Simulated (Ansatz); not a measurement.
# Other spins and charges of HSeN, singlet at one geometry

Geometry (PBE0/def2-TZVP stationary point for this spin, not checked as a minimum):

| atom | x (Å) | y (Å) | z (Å) |
| --- | --- | --- | --- |
| N | 0.0000 | 0.0874 | 1.4042 |
| Se | 0.0000 | -0.0334 | -0.2390 |
| H | 0.0000 | 1.4041 | -0.7920 |

Basis cc-pVDZ; Ansatz 0.2.0. Only valence electrons are correlated (noble-gas cores and the filled d shells of p-block atoms frozen). Prefix R: restricted or restricted open-shell reference; prefix U: unrestricted. Active spaces: valence = (12e, 9o) chosen from the atoms' valence shells. No spin–orbit coupling is included, and no scalar relativity.

Gaps are energies of the second state less the first, at fixed atoms, for a selection of the levels run; each method lands on the state that its own search finds for that charge and spin.

Unrestricted rows (U, and Kohn–Sham where it breaks symmetry) aren't spin-pure: their determinants' ⟨S²⟩ exceeds S(S+1) by up to 0.83, so they mix in states of higher spin. A value is left out where its run failed or describes another state than the reference as far as symmetry and spin tell, or, spin-broken singlets apart, can't be checked.

Removing an electron, to the doublet: 8.559 eV at UCCSDTQ.

Large singles or doubles amplitudes warn of static correlation in the HSeN⁺ doublet.

| level | gap (eV) | error (meV) | ⟨S²⟩ where 0.1 over S(S+1) (first / second) |
| --- | --- | --- | --- |
| UHF | 7.929 | -630 | 0.83 / 1.39 |
| UMP2 | 8.796 | 237 | 0.83 / 1.39 |
| CISD | 8.502 | -57 | – / – |
| UCCSD | 8.551 | -8 | 0.83 / 1.39 |
| UCCSD(T) | 8.586 | 27 | 0.83 / 1.39 |
| BCCD(T) | 8.572 | 13 | – / – |
| UCCSDT | 8.557 | -2 | 0.83 / 1.39 |
| UCCSDT(Q) | 8.575 | 16 | 0.83 / 1.39 |
| CASSCF (valence space) | 7.843 | -716 | – / – |
| NEVPT2 (valence space) | 8.355 | -204 | – / – |
| MRCISD (valence space) | 8.451 | -108 | – / – |
| MRCISD+Q (valence space) | 8.533 | -26 | – / – |
| PBE | 8.931 | 372 | 0.31 / – |
| r2SCAN | 9.033 | 474 | 0.53 / – |
| PBE0 | 9.040 | 481 | 0.50 / – |
| B3LYP | 9.051 | 492 | 0.41 / – |
| wB97M-V | 8.990 | 431 | – / – |
| B2PLYP | 8.910 | 351 | 0.64 / 1.04 |
| RPA-PBE | 8.732 | 173 | 0.31 / – |

**Question.** PBE gives 0.387 eV for triplet less singlet. Estimate what UCCSDTQ gives in cc-pVDZ.

**Answer.** UCCSDTQ in cc-pVDZ gives 0.372 eV, so against it PBE is off by 0.015 eV, of which a good part can be the reference's own basis and frozen-core error.

| level | gap (eV) | error (meV) | ⟨S²⟩ where 0.1 over S(S+1) (first / second) |
| --- | --- | --- | --- |
| UHF | -0.461 | -833 | 0.83 / – |
| UMP2 | -0.046 | -418 | 0.83 / – |
| CISD | 0.002 | -370 | – / – |
| UCCSD | 0.185 | -187 | 0.83 / – |
| UCCSD(T) | 0.327 | -45 | 0.83 / – |
| BCCD(T) | 0.355 | -17 | – / – |
| UCCSDT | 0.351 | -21 | 0.83 / – |
| UCCSDT(Q) | 0.395 | 23 | 0.83 / – |
| CASSCF (valence space) | 0.611 | 239 | – / – |
| NEVPT2 (valence space) | 0.357 | -15 | – / – |
| MRCISD (valence space) | 0.414 | 42 | – / – |
| MRCISD+Q (valence space) | 0.380 | 8 | – / – |
| r2SCAN | 0.170 | -202 | 0.53 / – |
| PBE0 | 0.164 | -208 | 0.50 / – |
| B3LYP | 0.256 | -116 | 0.41 / – |
| wB97M-V | 0.238 | -134 | – / – |
| B2PLYP | 0.215 | -157 | 0.64 / – |
| RPA-PBE | 0.451 | 79 | 0.31 / – |

Wrong sign: UHF, UMP2.

In so small a basis the reference is far from its limit while semilocal and hybrid functionals are nearer theirs (RPA and double hybrids share part of the reference's basis error), so the functionals' errors here hold much of the reference's basis and frozen-core error, which can add to them or hide them.

Full CI isn't at hand for all of this; UCCSDTQ serves as the reference, and is uncertain by the last step of the cluster series or more. The frozen core follows each run's orbitals, which can shift R against U totals by a few meV for light atoms and by up to 0.1 eV past Ca.
